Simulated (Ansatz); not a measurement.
Scan of [H···H···SiH], doublet

Starting geometry:

```xyz
4

H    -2.3974    0.0479    0.0000
H    -1.6524    0.0479    0.0000
Si    0.1266    0.0479    0.0000
H     0.5230   -1.4316    0.0000
```

From there H2 is moved from one fragment to the other while all else, the fragments' distance too, stays fixed; atoms are numbered as listed. Energies are in kcal/mol, counted from the starting geometry at the same level. Kohn–Sham curves are unrestricted where that lies lower.

Basis 6-31G; Ansatz 0.2.0. Correlated methods freeze the noble-gas cores.

Unrestricted Kohn–Sham rows aren't spin-pure: their determinants' ⟨S²⟩ exceeds S(S+1) by up to 0.11, so they mix in states of higher spin.

Full CI is exact within this basis and frozen core; it isn't the basis-set limit.

```json
{"distance H1-H2 (Å)": "0.693", "PBE": "1.3"}
{"distance H1-H2 (Å)": "0.745", "PBE": "0.0"}
{"distance H1-H2 (Å)": "0.793", "PBE": "0.9"}
{"distance H1-H2 (Å)": "0.842", "PBE": "3.3"}
{"distance H1-H2 (Å)": "0.890", "PBE": "6.7"}
{"distance H1-H2 (Å)": "0.939", "PBE": "11.2"}
{"distance H1-H2 (Å)": "0.987", "PBE": "16.3"}
{"distance H1-H2 (Å)": "1.036", "PBE": "22.1"}
{"distance H1-H2 (Å)": "1.084", "PBE": "28.5"}
```

**Question.** Estimate the full CI curve in 6-31G from this one, knowing how PBE errs.

**Answer.** The computed full CI values, in kcal/mol from the starting point, and the error of PBE against them:
```
distance H1-H2 (Å)  full CI  PBE less full CI
             0.693      0.1               1.2
             0.745      0.0               0.0
             0.793      1.9              -1.1
             0.842      5.3              -2.1
             0.890      9.7              -2.9
             0.939     14.8              -3.6
             0.987     20.2              -4.0
             1.036     26.0              -3.9
             1.084     32.0              -3.5
```

The error spans 5.1 kcal/mol and is largest, -4.0 kcal/mol, at 0.987 Å.

In so small a basis the reference is far from its limit while semilocal and hybrid functionals are nearer theirs, so the functionals' errors here hold much of the reference's basis and frozen-core error, which can add to them or hide them.
